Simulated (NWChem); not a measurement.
Program: NWChem. System: Si, charge 0, spin multiplicity 3. Its SCF solution wasn't tested for a lower state. Level: ROCCSD(T)/def2-TZVP, 5 core orbitals frozen.

Job file:

```
start mol
memory heap 100 mb stack 700 mb global 1900 mb
geometry units angstroms nocenter noautoz
  Si     0.000000     0.000000     0.000000
  symmetry group D2h
end
basis spherical
  * library def2-tzvp
end
scf
  rohf
  nopen 2
  maxiter 100
  thresh 1e-7
  semidirect memsize 60000000 filesize 0
  # guess.movecs holds the orbitals of an unrestricted PBE0 run
  vectors input guess.movecs output mol.movecs
end
tce
  freeze core 5
  ccsd(t)
  2eorb
  2emet 13
  thresh 1e-6
  maxiter 100
  tilesize 24
end
task tce energy
```

NWChem printed:

```
             Northwest Computational Chemistry Package (NWChem) 7.3.0
             --------------------------------------------------------

                                NWChem Input Module
                                -------------------

 Scaling coordinates for geometry "geometry" by  1.889725989
 (inverse scale =  0.529177249)

                             Geometry "geometry" -> ""
                             -------------------------

 Output coordinates in angstroms (scale by  1.889725989 to convert to a.u.)

  No.       Tag          Charge          X              Y              Z
 ---- ---------------- ---------- -------------- -------------- --------------
    1 Si                  14.0000     0.00000000     0.00000000     0.00000000

 Effective nuclear repulsion energy (a.u.)       0.0000000000

            Nuclear Dipole moment (a.u.)
            ----------------------------
        X                 Y               Z
 ---------------- ---------------- ----------------
     0.0000000000     0.0000000000     0.0000000000

      Symmetry information
      --------------------

 Group name             D2h
 Group number             26
 Group order               8
 No. of unique centers     1

      Symmetry unique atoms

     1


 Summary of "ao basis" -> "" (spherical)
 ------------------------------------------------------------------------------
       Tag                 Description            Shells   Functions and Types
 ---------------- ------------------------------  ------  ---------------------
 *                         def2-tzvp                  on all atoms

 Summary of "ao basis" -> "ao basis" (spherical)
 ------------------------------------------------------------------------------
       Tag                 Description            Shells   Functions and Types
 ---------------- ------------------------------  ------  ---------------------
 Si                        def2-tzvp                13       37   5s5p2d1f

                                 NWChem SCF Module
                                 -----------------

  ao basis        = "ao basis"
[...]
           Alpha electrons :     8
            Beta electrons :     6
           No. of orbitals :    74
            Alpha orbitals :    37
             Beta orbitals :    37
        Alpha frozen cores :     5
         Beta frozen cores :     5
     Alpha frozen virtuals :     0
      Beta frozen virtuals :     0
         Spin multiplicity : triplet
    Number of AO functions :    37
       Number of AO shells :    13
        Use of symmetry is : on
      Symmetry adaption is : on
         Schwarz screening : 0.10D-09

          Correlation Information
          -----------------------
          Calculation type : Coupled-cluster singles & doubles w/ perturbation
   Perturbative correction : (T)
            Max iterations :      100
        Residual threshold : 0.10D-05
     T(0) DIIS level shift : 0.00D+00
     L(0) DIIS level shift : 0.00D+00
     T(1) DIIS level shift : 0.00D+00
     L(1) DIIS level shift : 0.00D+00
     T(R) DIIS level shift : 0.00D+00
     T(I) DIIS level shift : 0.00D+00
   CC-T/L Amplitude update :  5-th order DIIS
                I/O scheme : Global Array Library
        L-threshold :  0.10D-05
        EOM-threshold :  0.10D-05
 no EOMCCSD initial starts read in
 TCE RESTART OPTIONS
 SLICE:      F
 D4D5:       F
 quantumc:   F
 qrotation:  F
 pwtce:      F
 qducc:      F
 nacto:                         0
 nrotv:                         0
 nrot:                          0

            Memory Information
            ------------------
          Available GA space size is     249034062 doubles
          Available MA space size is     104853860 doubles

 Maximum block size supplied by input
 Maximum block size        24 doubles

 tile_dim =      6

 -------------------------------------------------

 Global array virtual files algorithm will be used

 Parallel file system coherency ......... OK

 4-electron integrals stored in orbital form

 v2    file size   =            30853
 4-index algorithm nr.  13 is used
 imaxsize =       30
 imaxsize ichop =        0


CCSD iterations
 ---------------------------------------------------------
 Iter          Residuum       Correlation     Cpu    Wall
 ---------------------------------------------------------
    1   0.0615289132941  -0.0660113494492     0.1     0.1
    2   0.0227374859631  -0.0739639757998     0.1     0.1
    3   0.0106053642979  -0.0760551671778     0.1     0.1
    4   0.0054245974875  -0.0768310152684     0.1     0.1
    5   0.0028927575118  -0.0771688592417     0.1     0.1
    6   0.0002160637600  -0.0775026848504     0.1     0.1
    7   0.0000707702704  -0.0775006072689     0.1     0.1
    8   0.0000297676657  -0.0775003665033     0.1     0.1
    9   0.0000137450461  -0.0775004393558     0.1     0.1
   10   0.0000067064088  -0.0775004686991     0.1     0.1
   11   0.0000009153918  -0.0775005121402     0.1     0.1
 -----------------------------------------------------------------
 Iterations converged
 CCSD correlation energy / hartree =        -0.077500512140180
 CCSD total energy / hartree       =      -288.924068546652506

 Singles contributions

 Doubles contributions
 CCSD(T)
 Using plain CCSD(T) code
             total no. of tasks          613
 total no. of tasks / no. procs          613
                         wl_min            1           1.0
                         wl_max          216           2.4
        thresh for no. of tasks          613

 CCSD[T]  correction energy / hartree =        -0.002802603356925
 CCSD[T] correlation energy / hartree =        -0.080303115497105
 CCSD[T] total energy / hartree       =      -288.926871150009447
 CCSD(T)  correction energy / hartree =        -0.002820508326264
 CCSD(T) correlation energy / hartree =        -0.080321020466444
 CCSD(T) total energy / hartree       =      -288.926889054978744

 Task  times  cpu:        1.2s     wall:        1.2s

 Total times  cpu:        1.2s     wall:        1.2s
```
